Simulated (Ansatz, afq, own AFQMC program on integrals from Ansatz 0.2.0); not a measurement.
Two steps: Ansatz 0.2.0 writes the Fock matrix and Cholesky factors of the valence space, and afq projects on them the lowest state that overlaps trial and start.

```yaml
crystal:
  periodic: [false, false, false]
  atoms:
    - {symbol: N, position_ang: [0.000000, 0.000000, 0.510827]}
    - {symbol: C, position_ang: [0.000000, 0.000000, -0.774802]}
    - {symbol: H, position_ang: [0.000000, 0.856858, 1.066986]}
    - {symbol: H, position_ang: [0.000000, -0.856858, 1.066986]}
basis:
  gaussian: {orbitals: cc-pVDZ}
total_charge: 1
magnetization: {spin_polarized: true, initial_magnetization: 2}
correlation: {method: ccsd_t, electrons: outside_noble_gas, hamiltonian_folder: ham}
```

```sh
$ ansatz run in.yaml --threads 1 --pin off --events-out ev --progress --plain --max-ram 24576MiB --backend cuda --devices 0, --max-vram 18GiB
```

afq runs on the folder ham with

```
--method phaseless --trial cisd --walkers 4000 --populations 20 --least-time 60 --time-step 0.005 --steps-per-block 50 --equilibration-blocks 28 --max-blocks 4000 --target-error 0.00019 --factor-cut 1e-05 --start spin_pure --seed 2740 --release-times 0.24,0.51,0.99,1.62,2.4 --release-step 0.03 --release-every 3 --taylor-order 6
```

Times are imaginary, in 1/Eh. The walk had a cap of 122 s. With eight or more populations the least sampling time is a fifth of least-time, and the error comes from their spread.

Output of the walk:

```
orbitals 36  electrons 6 4  factors 279 of 356
reference energy -93.05332973 Eh
CCSD correlation -0.24507982 Eh in 13 cycles, weight of the determinant in the CISD state 0.8700
energy of the start -93.286911 Eh
 block  time / (1/Eh)  mean weight  energy / Eh
     1     0.250  1.0006  -93.292820
     2     0.500  0.9999  -93.298127
     3     0.750  0.9999  -93.302153
     4     1.000  1.0002  -93.304849
     5     1.250  0.9999  -93.306066
    10     2.500  1.0001  -93.306931
    15     3.750  0.9998  -93.307094
    20     5.000  0.9997  -93.308038
    25     6.250  1.0002  -93.307196
    30     7.500  1.0001  -93.307623
    35     8.750  0.9998  -93.306527
    40    10.000  0.9998  -93.307137
    45    11.250  1.0000  -93.306786
    50    12.500  1.0002  -93.307676
    55    13.750  1.0000  -93.307603
    60    15.000  1.0002  -93.307692
    62    15.500  1.0001  -93.305943
    65    16.250  0.9998  -93.307720
    70    17.500  1.0001  -93.307346
    75    18.750  0.9998  -93.307089
    77    19.250  0.9998  -93.309278
    78    19.500  1.0001  -93.307968
error from the spread of 20 populations
released: time / (1/Eh)  energy / Eh  error  mean overlap
  0.24  -93.307750  0.000114  1.0002
  0.51  -93.307740  0.000114  1.0025
  0.99  -93.308251  0.000144  0.9975
  1.62  -93.308399  0.000201  0.9948
  2.40  -93.307889  0.000164  0.9972
energy -93.307441 +/- 0.000134 Eh
(rows thinned)
```

The run passed its tests (sampling time, drift between the halves within three errors, error under three times the target), which doesn't prove that it has relaxed.

Against this walk (error 3.6 meV) on the same determinant: CCSD(T) 38.1 meV higher, CCSDT(Q) 20.8 meV lower. The error is statistical and leaves out the bias of the constraint. The determinant has ⟨S²⟩ = 2.25, so the low cluster orders mix in higher spin (the high orders can go on to a lower state of that spin), while the walk starts as a pure triplet. None of these is a sure reference here. Released to 2.40 1/Eh the energy lies 12 ± 6 meV (both errors) below the phaseless value, which shows part or all of the bias of the constraint, and CCSDT(Q) lies 8.6 meV below the released value.

Cautions: constraint bias not in the error; another spin lies lower (by 2.36 eV); raised T1 diagnostic (T1 0.044, weight of the determinant 0.87, largest double 0.12); unrestricted determinant spin contaminated (⟨S²⟩ 2.25 against 2.00).

The walk took 34 s on 1 × NVIDIA H100 80GB HBM3 with 2 threads of AMD EPYC 7R13 Processor (Zen 3), on a shared host (the card was shared). The log's last line is the phaseless energy.

CCSDT and higher add their correlation energy to the determinant of the CCSD(T) run, since their own runs factorise the integrals more tightly (a shift of under 2 meV). A walk keeps the symmetry of its determinant, which the program's search chose and which needn't be the lowest solution, so a lower state of the same spin and another symmetry isn't excluded.
